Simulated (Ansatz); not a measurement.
## Bulk modulus B0 of some fcc solids

Method: LDA (plane waves, PAW; Ansatz, a quantum-chemistry and plane-wave program). References are measured values corrected to a static lattice or taken at low temperature (these still hold zero-point motion). The table is a random draw of 6 from 11 solids with such references.

Values in GPa.

| solid | reference | LDA | error (%) |
|---|---|---|---|
| fcc Ir | 365 | ? | ? |
| fcc Ag | 110 (104–111) | 139 | +26 |
| fcc Cu | 144 | 189 | +31 |
| fcc Al | 80.8 (77.1–82.0) | 83.2 | +3.0 |
| fcc Au | 182 | 194 | +6.6 |
| fcc Pt | 289 | 307 | +6.2 |

Q: Estimate the withheld LDA value.

A: The errors of the other rows run from +3.0 % to +31 %, with a median of +6.6 %; carried to the reference 365 it gives 389 GPa. The run gives 405 GPa (+11.0 %); the row was picked among those where that median comes within half of the row's own error. Over these 6 solids the mean error is +14.1 %, the mean absolute error 14.1 % (median 8.8 %), and the worst case fcc Cu at +31 %; the value is above the reference in 6 of 6 cases. Over all 11 the mean error is +15.7 % and the mean absolute error 15.7 % (median 11.8 %).

All these references are brought to a static lattice.

Spin–orbit coupling is left out, also for the solids with elements from indium on (fcc Ir, fcc Au, fcc Pt); its size isn't shown.

Brackets give the range of our sources, which can hold other temperatures.

Differences are worked out from the printed values.

Each level is taken at its own relaxed cell. Ansatz's density-functional and Hartree–Fock values are scalar-relativistic unless marked +SOC, with PAW data made under PBE.

Ansatz's runs of these crystals have no spin polarisation.

Not in this set, of the fcc solids with a reference value in our tables and a result at some level: 1 for sources at odds (fcc Ca). These can be a level's worst cases. Values held back for tests aren't counted. Layered and molecular crystals are counted apart. The metals Ce to Yb are counted apart.

References as tabulated in Levämäki et al. (2014), arXiv:1402.3671; Mejia-Rodriguez and Trickey (2018), arXiv:1807.09216.
